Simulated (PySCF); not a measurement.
Coordinates in bohr (charge 1 multiplicity 1):
```
Al    0.0000    0.0000    0.0000
Cl    0.0000    0.0000    3.7728
Cl    0.0000    0.0000   -3.7728
```

Level of theory: PBE0 in PySCF with Al def2-TZVP, Cl def2-TZVP; no relativity; density-fitted integrals.

This geometry of [AlCl2]+ is a stationary point at this level.

Task: What is the point group?

Result: D∞h.

Task: Is it a minimum?

Result: Yes: all harmonic wavenumbers are real.

Task: Which band is strongest in the infrared?

Result: 809 cm⁻¹ (σu+), 166 km/mol.

Task: What are the dipole moment and the gap between the highest occupied and lowest empty levels?

Result: 0.00 D about the centre of mass and 7.21 eV.

Only a few start shapes were tried, so a lower isomer may exist.
